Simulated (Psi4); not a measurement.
# UHF/def2-TZVP run of C2H4B (SMILES B[C]=C)

What is the vertical doublet–quartet gap of C2H4B at UHF/def2-TZVP? 

Program for the calculation: Psi4 1.11.

1 further run of the same task is left out (set aside as unsound or not needed).

## 1. Starting point

C2H4B: 7 atoms, total charge 0, spin state doublet. As SMILES, `B[C]=C`. Geometry: relaxed at GFN2-xTB.

Bond lengths: B1–C2 1.464 Å, C2–C3 1.288 Å, B1–H4 1.172 Å, B1–H5 1.172 Å, C3–H6 1.084 Å, C3–H7 1.084 Å. Angles: B1–C2–C3 179.8°, C2–B1–H4 119.7°, C2–B1–H5 119.8°, C2–C3–H6 123.1°, C2–C3–H7 123.1°, H4–B1–H5 120.5°, H6–C3–H7 113.8°.

## 2. Energy and gradient at UHF/def2-TZVP

File input.json:

```json
{
  "schema_name": "qcschema_input",
  "schema_version": 1,
  "molecule": {
    "schema_name": "qcschema_molecule",
    "schema_version": 2,
    "symbols": ["B", "C", "C", "H", "H", "H", "H"],
    "geometry": [-2.03302406, 0.8038139, -1.46223228, 0.10771439, -0.03868269, 0.07471977, 1.98751945, -0.78495444, 1.42988017, -3.89731447, -0.39274178, -1.49721111, -1.86924149, 2.66712166, -2.6495472, 3.15302694, -2.39651288, 0.93596245, 2.55131924, 0.14193733, 3.1684282],
    "molecular_charge": 0,
    "molecular_multiplicity": 2,
    "fix_symmetry": "c1"
  },
  "driver": "gradient",
  "model": {
    "method": "hf",
    "basis": "def2-TZVP"
  },
  "keywords": {
    "reference": "uhf",
    "puream": true,
    "e_convergence": 1e-09,
    "d_convergence": 1e-08,
    "scf_type": "pk",
    "maxiter": 200,
    "scf_properties": ["MULLIKEN_CHARGES", "LOWDIN_CHARGES", "QUADRUPOLE"]
  }
}
```

Launch:

```
psi4 --qcschema input.json -n 1 --memory 1600MB
```

stdout:

```text
[...]
  Running in c1 symmetry.
[...]
  Nuclear repulsion =   51.996406161948947
[...]
  Multiplicity = 2
[...]
  Nalpha       = 11
  Nbeta        = 10
[...]
    Number of basis functions: 117
[...]
   @UHF iter   1:  -102.60430730120416   -9.99472e-01   2.77219e-03 DIIS/ADIIS
[...]
   @UHF iter  19:  -102.69992421074633   -4.57590e-12   4.22791e-09 DIIS
[...]
   @S^2 Observed:                8.428082522E-01
[...]
  @UHF Final Energy:  -102.69992421074633
   => Energetics <=
    Nuclear Repulsion Energy =             51.9964061619489470
    One-Electron Energy =                -239.6301322844960566
    Two-Electron Energy =                  84.9338019118007708
    Total Energy =                       -102.6999242107463317
  UHF NO Occupations:
  HONO-2 :    9  A 1.9971489
  HONO-1 :   10  A 1.9585074
[...]
 Multipole Moments:
 ------------------------------------------------------------------------------------
     Multipole            Electronic (a.u.)      Nuclear  (a.u.)        Total (a.u.)
 ------------------------------------------------------------------------------------
 L = 1.  Multiply by 2.5417464519 to convert [e a0] to [Debye]
 Dipole X            :         -0.5561422            0.8928541            0.3367119
 Dipole Y            :          0.2241378           -0.3573804           -0.1332426
 Dipole Z            :         -0.4015588            0.6443451            0.2427863
 Magnitude           :                                                    0.4359744
 L = 2.  Multiply by 1.3450342976 to convert [e a0^2] to [Debye ang]
 Quadrupole XX       :        -94.1805872           79.3471925          -14.8333947
 Quadrupole XY       :         27.1790086          -28.1199421           -0.9409335
[...]
  Mulliken Charges: (a.u.)
   Center  Symbol    Alpha    Beta     Spin     Total
       1     B     2.56768  2.41033  0.15735  0.02199
       2     C     3.61997  2.45789  1.16208 -0.07786
       3     C     2.87274  3.37770 -0.50495 -0.25044
       4     H     0.49901  0.49361  0.00541  0.00738
       5     H     0.49899  0.49362  0.00537  0.00739
       6     H     0.47081  0.38342  0.08740  0.14577
       7     H     0.47079  0.38344  0.08735  0.14577
   Total alpha = 11.00000, Total beta = 10.00000, Total charge = -0.00000
  Lowdin Charges: (a.u.)
[...]
  -Total Gradient:
     Atom            X                  Y                   Z
    ------   -----------------  -----------------  -----------------
       1        0.011215169771    -0.004410637244     0.008187303611
       2       -0.010387520985     0.004170303380    -0.007586731510
       3       -0.017017012953     0.006634625422    -0.012153496062
       4        0.008273849008     0.003386182917    -0.000715721996
       5       -0.000580949825    -0.006441774035     0.006172204279
       6        0.003243683615    -0.003292669628     0.003547362074
       7        0.005252781369    -0.000046030813     0.002549079604
[...]
```

The result, in JSON:

```text
{
 "driver": "gradient",
 "model": {
  "method": "hf",
  "basis": "def2-TZVP"
 },
 "success": true,
 "return_result": [0.011215169771482472, -0.00441063724362533, 0.008187303611182327, -0.010387520984924292, 0.004170303380251206, -0.007586731510353023, -0.01701701295314134, 0.0066346254216911316, -0.012153496061756058, 0.008273849007790685, 0.003386182916821162, -0.0007157219964815716, -0.000580949825121007, -0.006441774034769504, 0.006172204279330518, 0.0032436836152369974, -0.003292669627547873, 0.003547362073902771, 0.005252781369411819, -4.603081309786927e-05, 0.002549079604346527],
 "properties": {
  "calcinfo_nbasis": 117,
  "calcinfo_nmo": 117,
  "calcinfo_nalpha": 11,
  "calcinfo_nbeta": 10,
  "calcinfo_natom": 7,
  "nuclear_repulsion_energy": 51.99640616194895,
  "return_energy": -102.69992421074633,
  "return_gradient": [0.011215169771482472, -0.00441063724362533, 0.008187303611182327, -0.010387520984924292, 0.004170303380251206, -0.007586731510353023, -0.01701701295314134, 0.0066346254216911316, -0.012153496061756058, 0.008273849007790685, 0.003386182916821162, -0.0007157219964815716, -0.000580949825121007, -0.006441774034769504, 0.006172204279330518, 0.0032436836152369974, -0.003292669627547873, 0.003547362073902771, 0.005252781369411819, -4.603081309786927e-05, 0.002549079604346527],
  "scf_one_electron_energy": -239.63013228449606,
  "scf_two_electron_energy": 84.93380191180077,
  "scf_dipole_moment": [0.33671193041491676, -0.1332426010309265, 0.2427863272034828],
  "scf_total_energy": -102.69992421074633,
  "scf_total_gradient": [0.011215169771482472, -0.00441063724362533, 0.008187303611182327, -0.010387520984924292, 0.004170303380251206, -0.007586731510353023, -0.01701701295314134, 0.0066346254216911316, -0.012153496061756058, 0.008273849007790685, 0.003386182916821162, -0.0007157219964815716, -0.000580949825121007, -0.006441774034769504, 0.006172204279330518, 0.0032436836152369974, -0.003292669627547873, 0.003547362073902771, 0.005252781369411819, -4.603081309786927e-05, 0.002549079604346527],
  "scf_iterations": 19
 }
}
```

It took 20 s on 1 thread of Intel Xeon Platinum 8259CL at 2.50GHz (Skylake/Cascade Lake), shared host; peak memory 0.55 GiB.

## 3. The quartet: a single-point energy at UHF/def2-TZVP

File c2h4b.inp:

```
memory 1.6 GB

molecule {
  0 4
  B     -1.075830     0.425360    -0.773780
  C      0.057000    -0.020470     0.039540
  C      1.051750    -0.415380     0.756660
  H     -2.062370    -0.207830    -0.792290
  H     -0.989160     1.411380    -1.402080
  H      1.668510    -1.268180     0.495290
  H      1.350100     0.075110     1.676660
  symmetry c1
}

set reference uhf
set puream true
set e_convergence 1e-09
set d_convergence 1e-08
set scf_type pk
set maxiter 200

energy("scf/def2-TZVP")
```

Launch:

```
psi4 c2h4b.inp c2h4b.out -n 1
```

c2h4b.out:

```text
[...]
  Running in c1 symmetry.
[...]
  Nuclear repulsion =   51.996406147714772
[...]
  Multiplicity = 4
[...]
  Nalpha       = 12
  Nbeta        = 9
[...]
    Number of basis functions: 117
[...]
   @UHF iter   1:  -102.39104332186106   -7.86208e-01   3.19704e-03 ADIIS/DIIS
[...]
   @UHF iter  16:  -102.56518883301953   -4.25331e-11   7.13698e-09 DIIS
[...]
   @S^2 Observed:                3.773288664E+00
[...]
    Orbital Energies [Eh]
    ---------------------
    Alpha Occupied:
       1A    -11.249369     2A    -11.242027     3A     -7.585957
       4A     -1.126912     5A     -0.860170     6A     -0.698615
       7A     -0.648394     8A     -0.588035     9A     -0.562707
      10A     -0.483466    11A     -0.383983    12A     -0.242515
    Alpha Virtual:
      13A      0.102794    14A      0.118481    15A      0.165110
      16A      0.167056    17A      0.184023    18A      0.215813
      19A      0.268300    20A      0.270275    21A      0.298363
      22A      0.313084    23A      0.326432    24A      0.388634
      25A      0.425674    26A      0.432655    27A      0.462050
[...]
  @UHF Final Energy:  -102.56518883301953
   => Energetics <=
    Nuclear Repulsion Energy =             51.9964061477147723
    One-Electron Energy =                -239.4298737791970098
    Two-Electron Energy =                  84.8682787984627112
    Total Energy =                       -102.5651888330195334
  UHF NO Occupations:
  HONO-2 :   10  A 1.0000000
  HONO-1 :   11  A 1.0000000
[...]
 Multipole Moments:
 ------------------------------------------------------------------------------------
     Multipole            Electronic (a.u.)      Nuclear  (a.u.)        Total (a.u.)
 ------------------------------------------------------------------------------------
 L = 1.  Multiply by 2.5417464519 to convert [e a0] to [Debye]
 Dipole X            :         -0.4178957            0.8928541            0.4749584
 Dipole Y            :          0.1700477           -0.3573804           -0.1873327
 Dipole Z            :         -0.3024683            0.6443451            0.3418768
 Magnitude           :                                                    0.6144581
[...]
```

It took 9.9 s on 1 thread of Intel Xeon Platinum 8259CL at 2.50GHz (Skylake/Cascade Lake), shared host; peak memory 0.55 GiB.

## 4. Outcome

At UHF/def2-TZVP:

| quantity | value |
| --- | --- |
| doublet: total energy | -102.69992 Eh |
| doublet: dipole moment | 1.11 D |
| doublet: HOMO energy (highest over α and β) | -10.08 eV |
| doublet: LUMO energy (lowest over α and β) | 0.80 eV |
| doublet: ⟨S²⟩ | 0.843 |
| doublet: largest force on an atom | 1.128 eV/Å |
| quartet: total energy | -102.56519 Eh |
| quartet: dipole moment | 1.56 D |
| quartet: HOMO energy (highest over α and β) | -6.60 eV |
| quartet: LUMO energy (lowest over α and β) | 0.40 eV |
| quartet: ⟨S²⟩ | 3.773 |
| vertical energy of the quartet above the doublet | 3.666 eV |

What this shows: At this shape the quartet lies 3.67 eV (354 kJ/mol) above the doublet. The largest force (doublet) is 1.13 eV/Å: the shape isn't a stationary point for this species at this level.
